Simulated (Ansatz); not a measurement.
Input for Ansatz (development build ahead of 0.2.0):

```yaml
crystal:
  periodic: [false, false, false]
  atoms:
    - { symbol: Al, position_ang: [0.0, 0.0, 0.0] }
    - { symbol: S, position_ang: [0.0, 0.0, 2.13045] }
basis:
  gaussian: { orbitals: def2-SVP }
magnetization:
  initial_magnetization: 1
hamiltonian:
  xc: hf
correlation:
  method: mp2
  frozen_orbitals: { Al: 5, S: 5 }
scf:
  omitted_lower_state_checks: [starts, atomic_configurations, cluster_reference, orbital_swaps, given_window_search, neighbouring_geometries, increment]
```

The input is written out in the form of the current development build from the run's settings. Correlation on restricted open-shell orbitals is semicanonical, with singles.

The run gave:

| Quantity | Value |
| --- | --- |
| Converged | yes |
| Reference energy | -639.23635 hartree |
| Correlation energy | -0.17025 hartree |
| Total energy | -639.40660 hartree |
| Spin squared of the determinant | 0.750 |
| Stability test | minimum among restricted orbitals |
| Occupied orbitals by symmetry in an Abelian subgroup (alpha; beta) | 9 A1 3 B1 3 B2; 8 A1 3 B1 3 B2 |

Messages of the program:
```
mean field -17394.50734163 eV, -639.2363543843 hartree, gradient 3.1e-6 eV, S^2 0.750000; 0 other ends of a descent, 0 dependent functions left out
```

The reference isn't the lowest determinant (another lies 0.02 eV lower), but the same method gives a higher total on the lower determinant.
